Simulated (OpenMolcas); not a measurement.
# How basis sets differ on CH5AlO (SMILES [CH3][AlH][OH])

CH5AlO has 8 atoms, charge 0, and is taken as a singlet. SMILES: `[CH3][AlH][OH]`. Geometry: relaxed at PBE0-D4/def2-TZVP. This is one conformer, not always the lowest.

```xyz
8

C    -0.7779    0.9822   -0.0709
Al    0.5797   -0.3942   -0.2399
O     0.5446   -1.6764    0.8768
H    -0.3251    1.9545    0.1493
H    -1.4914    0.7554    0.7243
H    -1.3357    1.1050   -1.0048
H     1.7168   -0.3945   -1.3502
H     1.1812   -2.3891    0.8595
```

Quantity: the dipole moment, in D. The values are calculated.

```json
{"level": "HF/ANO-R0 (sfX2C)", "kind": "Hartree–Fock", "program": "OpenMolcas", "value (D)": "2.11", "CPU time": "3.6 s"}
{"level": "HF/ANO-RCC-MB (DKH2)", "kind": "Hartree–Fock", "program": "OpenMolcas", "value (D)": "1.09", "CPU time": "1.7 s"}
{"level": "HF/STO-3G", "kind": "Hartree–Fock", "program": "OpenMolcas", "value (D)": "1.13", "CPU time": "1.9 s"}
{"level": "HF/3-21G", "kind": "Hartree–Fock", "program": "OpenMolcas", "value (D)": "1.21", "CPU time": "2.1 s"}
{"level": "HF/6-31G* (Cartesian functions)", "kind": "Hartree–Fock", "program": "OpenMolcas", "value (D)": "0.98", "CPU time": "1.8 s"}
{"level": "HF/aug-cc-pVDZ", "kind": "Hartree–Fock", "program": "OpenMolcas", "value (D)": "0.78", "CPU time": "20 s"}
```

The values span 0.78 to 2.11 D. Magnitudes only. Sets without polarisation functions give poor dipoles. Times are those of the runs behind each value, whatever else they computed, on shared processors of several kinds: orders of magnitude only.
